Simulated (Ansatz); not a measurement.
Rhombohedral A7 As was calculated with PBE (Ansatz, a quantum-chemistry and plane-wave program, PAW).

Run with plane-wave cutoff 520 eV, 20×20×20 k mesh, Fermi–Dirac smearing 0.07 eV (set by the program), scalar-relativistic PAW data made under PBE.

Computed at the level's own relaxed cell.

Task: Give the computed Voigt–Reuss–Hill bulk modulus, elastic constant C33, elastic constant C12, elastic constant C11, elastic constant C13, elastic constant C44 and elastic constant C66.

Result: 
- Voigt–Reuss–Hill bulk modulus = 37.3 GPa
- elastic constant C33 = 24.5 GPa
- elastic constant C12 = 43.1 GPa
- elastic constant C11 = 116 GPa
- elastic constant C13 = 27.3 GPa
- elastic constant C44 = 27.5 GPa
- elastic constant C66 = 36.4 GPa

Note: the cell comes from a level without a dispersion term, which matters for the spacing of layers, chains or molecules.

Elastic constants are with the ions relaxed.
